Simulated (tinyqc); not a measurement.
Inside a calculation. Method: UHF in the sto-3g basis, for HF, spin multiplicity 1. This run ends on a higher stationary point, not on the lowest solution. One step of it, computed by the program tinyqc.

Problem. Iteration 2: DIIS coefficients. Solve [B -1; -1 0][c; lambda] = [0; -1] for the coefficients, which sum to one.

B (overlaps of the stored error matrices):
```
               1              2
1  2.6645273e-01  6.6810742e-02
2  6.6810742e-02  4.0671841e-02
```

Give: DIIS coefficients.

Solution.

DIIS coefficients: -0.1507  1.1507
